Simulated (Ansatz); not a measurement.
Input file:

```yaml
crystal:
  periodic: [false, false, false]
  atoms:
    - {symbol: Ge, position_ang: [-0.612113, 0.000000, 0.000000]}
    - {symbol: H, position_ang: [-1.123563, 1.446599, 0.000000]}
    - {symbol: H, position_ang: [-1.123562, -0.723300, 1.252792]}
    - {symbol: H, position_ang: [-1.123563, -0.723299, -1.252792]}
    - {symbol: H, position_ang: [1.193887, 0.000000, 0.000000]}
    - {symbol: F, position_ang: [2.455887, 0.000000, 0.000000]}
basis:
  gaussian: {orbitals: cc-pVDZ}
magnetization: {spin_polarized: false, initial_magnetization: 1}
correlation: {method: sc_nevpt2, electrons: outside_noble_gas, active_space: {window: {electrons: 3, orbitals: 3}}}
```

```sh
$ ansatz run in.yaml --threads 1 --pin off --events-out ev --progress --plain --max-ram 2816MiB --backend cpu
```

Log:

```
624 factors; integrals over basis functions are off by at most 1.2e-3 eV
mean field evaluation 1: about -59236.3591 eV, gradient 2.8e1 eV
mean field evaluation 2: about -59236.3706 eV, gradient 2.9e1 eV
mean field evaluation 4: about -59238.6800 eV, gradient 2.2e0 eV
mean field evaluation 8: about -59238.7146 eV, gradient 2.7e-1 eV
mean field evaluation 16: about -59238.7163 eV, gradient 1.0e-5 eV
mean field evaluation 32: about -59238.7163 eV, gradient 3.7e-5 eV
mean field evaluation 64: about -59237.1962 eV, gradient 1.1e0 eV
mean field -59238.71633696 eV, -2176.9826719392 hartree, gradient 2.5e-6 eV, S^2 0.750000; 4 other end points of the search recorded, 0 dependent functions left out
reference -59238.71633696 eV, -2176.9826719392 hartree; 23, 22 occupied and 38, 39 virtual orbitals, 624 factors
state -59239.72326214 eV, -2177.0196757569 hartree
state -59239.72326214 eV, -2177.0196757569 hartree; corrected -59247.25820717 eV, -2177.2965798797 hartree
state -59239.10714802 eV, -2176.9970339809 hartree
state -59239.10714802 eV, -2176.9970339809 hartree; corrected -59247.35404936 eV, -2177.3001020150 hartree
state -59239.10714802 eV, -2176.9970339809 hartree; corrected -59247.35404936 eV, -2177.3001020150 hartree
the orbitals are reached from a further start. From the first start the search ends at -59239.72325743 eV, -2177.0196755840 hartree
WARN: the results are in doubt because another end's mean lies 0.616 eV lower, and its corrected mean 0.096 eV higher
Total energy: -59247.35404936 eV, -2177.3001020150 hartree
In doubt: another end's mean lies 0.616 eV lower, and its corrected mean 0.096 eV higher
```

Natural occupations: 1.9778 1.0006 0.0216.

For the same geometry and basis UCCSDT(Q) lies 919.6 meV lower.

Ran on 1 thread of AMD EPYC 7R13, shared host: 7 s wall, 0.22 GiB peak host memory.
